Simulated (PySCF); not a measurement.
ethanolate, C₂H₅O (charge -1), SMILES CC[O-], point group Cs.

Level: B3LYP/pcSseg-1 in PySCF (density fitting, grid level 2); geometry and Hessian at that level, cubic constants and property derivatives from steps of ±0.6 along each species' dimensionless normal coordinates, second-order vibrational perturbation theory. The parent has the commonest isotopes.

Equilibrium geometry (Å):

```json
{"atom": "C1", "x": "0.7721", "y": "-0.0191", "z": "0.0766"}
{"atom": "C2", "x": "-0.7890", "y": "0.0380", "z": "-0.0757"}
{"atom": "O3", "x": "-1.4294", "y": "0.4130", "z": "1.0046"}
{"atom": "H4", "x": "1.0318", "y": "-0.7146", "z": "0.8902"}
{"atom": "H5", "x": "1.2927", "y": "-0.3380", "z": "-0.8493"}
{"atom": "H6", "x": "1.1439", "y": "0.9749", "z": "0.3713"}
{"atom": "H7", "x": "-0.9362", "y": "0.6936", "z": "-1.0200"}
{"atom": "H8", "x": "-1.0497", "y": "-1.0102", "z": "-0.4959"}
```

An isotope shift is δ(isotopologue) − δ(parent), that is, the negative of the change in the averaged GIAO shielding; n counts bonds from the nearest label (0: the labelled atom itself). These are computed values; those of heavy atoms are rounded to 5 ppb, about the numerical noise. One-bond deuterium shifts of ¹³C at such levels come out too large, by a quarter to a half.

Problem. What isotope shifts arise with ²H at 7?

Solution. 
| nucleus | n | 0 K (ppb) | 250 K (ppb) |
| --- | --- | --- | --- |
| H7 | 0 | -137 | -134 |
| C2 | 1 | -760 | -750 |
| C1 | 2 | -155 | -155 |
| O3 | 2 | -2515 | -2480 |
| H8 | 2 | -37 | -36 |
| H4 | 3 | -16 | -15 |
| H5 | 3 | -6 | -6 |
| H6 | 3 | -21 | -21 |

Problem. What isotope shifts arise with ²H at 5?

Solution. 
| nucleus | n | 0 K (ppb) | 250 K (ppb) |
| --- | --- | --- | --- |
| H5 | 0 | -123 | -118 |
| C1 | 1 | -330 | -330 |
| C2 | 2 | 0 | -10 |
| H4 | 2 | -21 | -21 |
| H6 | 2 | -20 | -20 |
| O3 | 3 | -585 | -475 |
| H7 | 3 | 3 | 4 |
| H8 | 3 | 3 | 3 |

Problem. What isotope shifts arise with ²H at 4, ²H at 5?

Solution. 
```json
{"nucleus": "H4", "n": "0", "0 K (ppb)": "-148", "250 K (ppb)": "-144"}
{"nucleus": "H5", "n": "0", "0 K (ppb)": "-152", "250 K (ppb)": "-148"}
{"nucleus": "C1", "n": "1", "0 K (ppb)": "-805", "250 K (ppb)": "-800"}
{"nucleus": "C2", "n": "2", "0 K (ppb)": "-80", "250 K (ppb)": "-90"}
{"nucleus": "H6", "n": "2", "0 K (ppb)": "-47", "250 K (ppb)": "-47"}
{"nucleus": "O3", "n": "3", "0 K (ppb)": "-900", "250 K (ppb)": "-740"}
{"nucleus": "H7", "n": "3", "0 K (ppb)": "-8", "250 K (ppb)": "-6"}
{"nucleus": "H8", "n": "3", "0 K (ppb)": "-4", "250 K (ppb)": "-2"}
```

Internal rotors are held in one well.
